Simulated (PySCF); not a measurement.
# NH, triplet: reading a ladder of total energies

Geometry: MP2(full)/6-31G*, from the G2/97 set.

```xyz
2

N     0.0000    0.0000    0.0000
H     0.0000    0.0000    1.0394
```

Basis cc-pVDZ; PySCF 2.14.0. Correlated methods freeze the noble-gas cores, which leaves 6 electrons in 18 orbitals. Prefix R: restricted or restricted open-shell reference; prefix U: unrestricted.

Full CI is exact within this basis and frozen core; it isn't the basis-set limit. The frozen core follows each run's orbitals, which can shift R against U totals by a few meV.

Restricted and unrestricted runs freeze slightly different cores, so steps under 0.1 kcal/mol mean nothing.

```json
{"level": "UHF", "total energy (hartree)": "-54.966500"}
{"level": "UMP2", "total energy (hartree)": "-55.070299"}
{"level": "UCCSD", "total energy (hartree)": "-55.089891"}
{"level": "UCCSD(T)", "total energy (hartree)": "-55.091413"}
{"level": "UCCSDT", "total energy (hartree)": "-55.091698"}
{"level": "full CI", "total energy (hartree)": "-55.091758"}
```

Problem. What is the correlation energy at full CI, and what share of it do UMP2 and UCCSD recover?

Solution. E(corr) = -55.091758 − (-54.966500) = -0.125258 hartree = -3.408 eV. UMP2: -0.103799 / -0.125258 = 82.87 %. UCCSD: -0.123391 / -0.125258 = 98.51 %.

Problem. By how many kcal/mol does UCCSD(T) miss full CI (1 hartree = 627.509 kcal/mol), and which steps make up the rest?

Solution. -55.091413 − (-55.091758) = 0.000345 hartree = 0.22 kcal/mol. Steps: UCCSDT − UCCSD(T) = -0.18, full CI − UCCSDT = -0.04 kcal/mol. That is within 1 kcal/mol of the reference in this basis, which itself misses far more of the correlation at the basis-set limit.
